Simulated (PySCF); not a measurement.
## Removing an electron from `BS[SiH3]`

Species: BH₅SSi.
Z-matrix (Å and degrees, PBE0-D3(BJ)/def2-SVP geometry), rows numbered from 1:
```
B 
S   1  1.7797
Si  2  2.1708  1  100.09
H   1  1.2074  2  121.57  3    -0.11
H   1  1.2045  2  116.45  3   179.84
H   3  1.4904  2  109.93  1   -60.50
H   3  1.4904  2  109.84  1    60.61
H   3  1.4903  2  106.87  1  -179.95
```

Level: wB97X-D/def2-SVPD (PySCF). Frontier orbitals with their largest atomic shares (Löwdin; up to four atoms above 4 %):

| orbital | ε (eV) | main atoms |
| --- | --- | --- |
| HOMO−3 | -12.46 | Si3 39 %, H7 21 %, H6 21 %, S2 12 % |
| HOMO−2 | -11.46 | S2 23 %, Si3 21 %, B1 20 %, H8 18 % |
| HOMO−1 | -10.52 | S2 49 %, B1 18 %, Si3 12 %, H4 10 % |
| HOMO | -10.07 | ? |
| LUMO | 0.30 | B1 49 %, S2 25 %, H4 9 %, H5 8 % |
| LUMO+1 | 1.47 | Si3 35 %, S2 29 %, H6 10 %, H7 10 % |
| LUMO+2 | 1.88 | Si3 34 %, B1 26 %, S2 15 %, H7 7 % |

Task: What vertical ionisation energy does ΔSCF give, and how far is −ε(HOMO) from it?

Result: ΔSCF: 10.45 eV (1008 kJ/mol; threshold wavelength 119 nm); ⟨S²⟩ of the doublet left behind is 0.755, against 0.75 for a pure doublet. −ε(HOMO) is 10.07 eV, 0.38 eV below it. For the exact functional −ε(HOMO) would equal the first vertical ionisation energy; wB97X-D (range-separated hybrid) falls short of its own ΔSCF value by 4 %. Holes in the HOMO−1 and HOMO−2 were tried too where these lie within 1.2 eV of the HOMO; the lowest converged state counts.

Task: On which atoms does the HOMO lie?

Result: S2 (sulfur bonded to B and Si) 64 %, B1 (three-coordinate boron) 14 %, Si3 (SiH3 silicon) 11 %, H7 (Si–H hydrogen) 4 %, so more than half of it is on one atom. The HOMO−1 lies 0.45 eV lower.

Task: Shift the occupied levels rigidly so that −ε(HOMO) equals the ΔSCF value. What binding energies result?

Result: The shift is +0.38 eV: HOMO 10.45, HOMO−1 10.90, HOMO−2 11.84, HOMO−3 12.84 eV. A rigid shift is only a rough guide to the deeper ionisations.

Task: What total energies stand behind the ΔSCF value?

Result: E(N) = -715.32232 Eh and E(N − 1) = -714.93844 Eh at the same geometry, 0.38388 Eh apart.

The structure is a single PBE0-D3(BJ)/def2-SVP conformer in the gas phase; no vibrational or solvent corrections.

wB97X-D is run here without its empirical dispersion term; that term would change no orbital, density or response property at a fixed geometry.
